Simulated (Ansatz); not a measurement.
Antifluorite Mg2Ge was calculated with PBEsol (plane waves, PAW; Ansatz, a quantum-chemistry and plane-wave program).

Run with plane-wave cutoff 520 eV, 12×12×12 k mesh, perturbation theory, force constants from a 4×4×4 q mesh, scalar-relativistic PAW data made under PBE.

Computed at the level's own relaxed cell. Harmonic vibrational thermodynamics at fixed volume:

| T (K) | S_vib (J/K per mol of atoms) | C_V (J/K per mol of atoms) | F_vib (eV/atom) |
|---|---|---|---|
| 0 | 0.00 | 0.00 | 0.0352 |
| 300 | 30.04 | 23.14 | -0.0100 |
| 400 | 36.81 | 23.90 | -0.0448 |
| 500 | 42.19 | 24.27 | -0.0858 |
| 600 | 46.63 | 24.47 | -0.1319 |
| 700 | 50.42 | 24.59 | -0.1823 |
| 1000 | 59.22 | 24.77 | -0.3535 |

The crystal is taken as a harmonic solid at every temperature: melting, phase changes and thermal expansion are not seen.

Note: the run warned that the k mesh is coarse for the response to a field.
